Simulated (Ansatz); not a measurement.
Rutile TiO2 was calculated with PBE-D3(BJ) (Ansatz, a quantum-chemistry and plane-wave program, plane waves, PAW).

Run with plane-wave cutoff 500 eV, 10×10×14 k mesh (along the axes of the cell as run), Fermi–Dirac smearing 0.05 eV, no spin polarisation, scalar-relativistic PAW data made under PBE.

Computed at the level's own relaxed cell.

**Question.** Estimate the equilibrium volume per atom, lattice constant a, lattice parameter c and band gap that the calculation returns.

**Answer.** 
* **equilibrium volume per atom**: 10.46 Å³/atom
* **lattice constant a**: 4.608 Å
* **lattice parameter c**: 2.954 Å
* **band gap**: 1.87 eV (on the SCF k mesh)

Measured, for comparison: lattice constant a 4.587 Å, lattice parameter c 2.954 Å (15 K, zero-point motion not removed; as tabulated in Burdett, Hughbanks, Miller, Richardson, Smith, powder neutron diffraction …). Computed (rounded) less measured: lattice constant a +0.5 %, lattice parameter c 0.0 %.

The computed numbers hold no vibrational or temperature effects.

Cost on a shared machine: about 2.7 core-minutes (a rough figure).
